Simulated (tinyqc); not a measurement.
Harmonic frequencies on the UHF/sto-3g surface (energies and gradients from PySCF), for CH, spin multiplicity 4, step by step. One step of it, computed by the program tinyqc.

Task: One row of the Hessian: 1Cz. Displace 1Cz by +/-0.01 bohr; H(k, :) = (g(+) - g(-)) / (2 delta).

optimised positions (bohr), order 1C, 2H:
```
[[0.000000, 0.000000, -0.116235],
 [0.000000, 0.000000, 1.919034]]
```

gradient at +delta (hartree/bohr), order 1C, 2H:
```
[[0.00000000, 0.00000000, 0.00491651],
 [0.00000000, 0.00000000, -0.00491651]]
```

gradient at -delta (hartree/bohr), order 1C, 2H:
```
[[0.00000000, 0.00000000, -0.00481460],
 [0.00000000, 0.00000000, 0.00481460]]
```

Give: row of the Hessian.

Result:

row of the Hessian (hartree/bohr^2): [0.000000, 0.000000, 0.486556, 0.000000, 0.000000, -0.486556]
